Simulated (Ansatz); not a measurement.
A made-up structure of CH₄AlS (charge +1), singlet:

```
7
angstrom
C -1.5436 0.1442 -0.6356
S -0.0454 -0.5796 -1.3485
Al 1.6882 -0.1789 0.6469
H -2.5712 0.1375 -1.2922
H -1.5786 0.6424 0.4769
H 0.7801 0.6264 1.9113
H 3.2705 -0.7919 0.2413
```

It is relaxed with PBE-D4/def2-SVP and then PBE0-D4/def2-TZVP (Ansatz 0.2.0). Atoms count as bonded within 1.22 times the sum of their covalent radii (H–H: 0.88 Å). The end point is not checked to be a true minimum.

Question: Does its bonding change? (A judgement: the text doesn't fix the answer.)

Answer: By the calculation: No: no bond forms or breaks.

Where it ends: The first stage lowers the energy by 1.22 eV in 12 steps. It ends as CH₄AlS ([CH2][S][AlH2]), total charge +1:
C1  (-1.378, 0.129, -0.567)
S2  (-0.041, -0.517, -1.204)
Al3  (1.507, -0.160, 0.576)
H4  (-2.295, 0.123, -1.153)
H5  (-1.409, 0.573, 0.427)
H6  (0.697, 0.559, 1.706)
H7  (2.920, -0.708, 0.215)
(Å)

Labels in which every atom is bracketed show which atoms are joined, not bond orders.

For scale, one of the runs: PBE0-D4/def2-TZVP relaxation, 129 basis functions, launched by `ansatz run in.yaml --threads 2 --pin off --events-out ev --progress --plain --max-ram 4352MiB`. Hardware: 2 CPU threads of an Arm Neoverse V2, shared host. Wall time about 17 s.
